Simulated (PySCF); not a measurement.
First SCF of a structure search on doublet [NH3]+, at a hand-made T-shaped geometry. PySCF input:

```python
from pyscf import gto, scf, dft
mol = gto.M(atom='''
N      0.000000     0.000000     0.000000
H      0.000000     0.000000     1.009400
H      1.008800     0.000000     0.035200
H     -1.008800     0.000000     0.035200''',
    basis={'N': 'def2-TZVP', 'H': 'def2-TZVP'},
    charge=1, spin=1)
mf = dft.UKS(mol, xc='PBE0')
mf.grids.atom_grid = (50, 194)
aux = {'N': 'def2-universal-JKFIT', 'H': 'def2-universal-JKFIT'}
mf = mf.density_fit(auxbasis=aux)
mf.conv_tol = 1e-08
mf.diis_space = 10
mf.max_cycle = 60
mf.init_guess = 'minao'
mf.verbose = 4
mf.kernel()
```

Excerpt of the output (cycles alone):

```
init E= -56.4105202045522
cycle= 1 E= -56.0544643474345  delta_E= 0.356  |g|= 0.183  |ddm|= 0.799
cycle= 2 E= -56.0689367127104  delta_E= -0.0145  |g|= 0.135  |ddm|= 0.202
cycle= 3 E= -56.0756203968657  delta_E= -0.00668  |g|= 0.0274  |ddm|= 0.0702
cycle= 4 E= -56.075953629777  delta_E= -0.000333  |g|= 0.00743  |ddm|= 0.018
cycle= 5 E= -56.0759859328692  delta_E= -3.23e-05  |g|= 0.00172  |ddm|= 0.00509
cycle= 6 E= -56.075989381311  delta_E= -3.45e-06  |g|= 0.00039  |ddm|= 0.00202
cycle= 7 E= -56.0759896311079  delta_E= -2.5e-07  |g|= 5.5e-05  |ddm|= 0.000651
cycle= 8 E= -56.0759896357704  delta_E= -4.66e-09  |g|= 9.89e-06  |ddm|= 9.22e-05
Extra cycle  E= -56.0759896358791  delta_E= -1.09e-10  |g|= 3.73e-06  |ddm|= 1.07e-05
converged SCF energy = -56.0759896358791  <S^2> = 0.75465048  2S+1 = 2.0046451
```

No lower solution of this spin was found by a stability analysis within the unrestricted form.

The search for the lowest solution, with the stability check, took 1.8 s on 2 threads of a shared Arm Neoverse V2 host, with 49 basis functions; the process peaked at 0.27 GiB.
